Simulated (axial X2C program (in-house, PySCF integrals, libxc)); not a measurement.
## Bond lengths and stretching modes, held linear, of AlCN

Calculated with an in-house all-electron X2C program for linear molecules (integrals from PySCF): two-component X2C with atomic mean-field Coulomb and Gaunt terms, Gaussian nuclei, basis Al dyall-v3z, C dyall-v3z, N dyall-av3z with contracted cores. Spin-free rows use the one-electron spin-free X2C Hamiltonian.

Masses Al 26.982, C 12.000, N 14.003 u. States: 2c Ω = 0 (all partner blocks equally filled); spin-free M_S = 0, Λ = 0 (closed shell).

B3LYP, spin-free: energies above the lowest point

| r(Al–C) (Å) | r(C–N) (Å) | E (meV) |
| --- | --- | --- |
| 1.9831 | 1.1290 | 67.06 |
| 1.9831 | 1.1580 | 16.84 |
| 1.9831 | 1.1869 | 64.34 |
| 2.0340 | 1.1290 | 50.66 |
| 2.0340 | 1.1580 | 0.00 |
| 2.0340 | 1.1869 | 47.02 |
| 2.0340 | 1.2159 | 175.02 |
| 2.0848 | 1.1290 | 61.00 |
| 2.0848 | 1.1580 | 9.87 |
| 2.0848 | 1.1869 | 56.41 |
| 2.1357 | 1.1580 | 41.17 |
| 2.1357 | 1.2159 | 214.13 |

Fit a quadratic surface with cubic terms in each bond: where is the minimum, and what are the two stretching wavenumbers?

At B3LYP, spin-free: bonds 2.039 and 1.158 Å; harmonic stretches 449.3 and 2248.8 cm⁻¹; force constants 1.62, 18.7 and coupling -0.05 mdyn/Å.

The other levels and Hamiltonians give:

```csv
Hamiltonian,level,r(Al–C) (Å),r(C–N) (Å),lower stretch (cm⁻¹),upper stretch (cm⁻¹)
2c,PBE0,2.032,1.157,458.7,2272.7
2c,HF,2.037,1.135,467.3,2457.3
2c,B3LYP,2.039,1.158,449.2,2248.7
2c,MP2,2.028,1.180,464.2,2057.9
spin-free,PBE0,2.031,1.157,458.7,2272.7
spin-free,HF,2.037,1.135,467.3,2457.4
spin-free,MP2,2.028,1.180,464.3,2057.8
```

Each state is one determinant, the lowest of a limited PBE0 search; the stretches come from a fit to these few points and carry an uncertainty of a few per cent. Other orders of the atoms were not compared. MP2 freezes inner shells (threshold -2 hartree). The molecule was held linear; bending was not examined, so a bent shape may lie lower.
